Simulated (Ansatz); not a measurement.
Band gap of some phosphides, arsenides and antimonides

Method: PBE+SOC (Ansatz, an electronic-structure program; the runs differ in potentials, basis or settings). References are measured gaps from which a computed or estimated zero-point shift was taken out, by their sources or here, so that they lie as a rule above the printed measurements. The table is a random draw of 8 from 9 solids with such references.

Values in eV.

```tsv
solid	reference	PBE+SOC	error (eV)
zinc-blende InAs	0.44†	0.00	-0.44
zinc-blende GaP	2.43	1.57	-0.86
zinc-blende InP	1.47	0.67	-0.80
zinc-blende GaSb	0.84†	0.00	-0.84
zinc-blende AlAs	2.28	1.35	-0.93
zinc-blende GaAs	1.57	0.41	-1.16
zinc-blende AlP	2.54	1.59	-0.95
zinc-blende InSb	0.26†	0.00	-0.26
```

Over these 8 solids the mean error is -0.78 eV, the mean absolute error 0.78 eV (median 0.85 eV), and the worst case zinc-blende GaAs at -1.16 eV; the value is below the reference in 8 of 8 cases. Over all 9 the mean error is -0.80 eV and the mean absolute error 0.80 eV (median 0.86 eV).

† marks references with one source in our tables, § those from which another value on file, of any temperature, differs by over 15 %.

Differences are worked out from the printed values.

Semilocal Kohn–Sham gaps run low as a rule, and all computed gaps are for a static lattice, while measured ones hold electron–phonon shifts unless said otherwise.

Cells: PBE+SOC at the measured cell. Caveats: for solids of elements lighter than gallium the value without spin–orbit coupling stands in (zinc-blende AlP). Ansatz's density-functional and Hartree–Fock values are scalar-relativistic unless marked +SOC, with PAW data made under PBE.

A closed gap counts as zero, however far the bands overlap: PBE+SOC: zinc-blende InAs, zinc-blende GaSb, zinc-blende InSb.

Not in this set, of the phosphides, arsenides and antimonides with a reference value in our tables and a result at some level: 22 for a reference of another kind, counted apart (B12As2 (R-3m, No. 166), BaZn2As2 (I4/mmm, No. 139), Cd3P2 (P4₂/nmc, No. 137), CdAs2 (I4₁22, No. 98), chalcopyrite CdGeAs2 and 17 more); 2 for sources at odds (zinc-blende BAs, chalcopyrite ZnGeP2). These can be a level's worst cases. At least 7 more with a reference value are held back for tests. Without +SOC, gaps count where the solid holds none of Ge, As, Se, Br, Sn, Sb, Te, I or the elements past barium, or holds Ge, As, Se or Br with a gap over 4 eV. Layered and molecular crystals are counted apart.

References as tabulated in, or derived from, Chen et al. (2018), doi:10.1103/physrevmaterials.2.073803; arXiv:2302.06325.
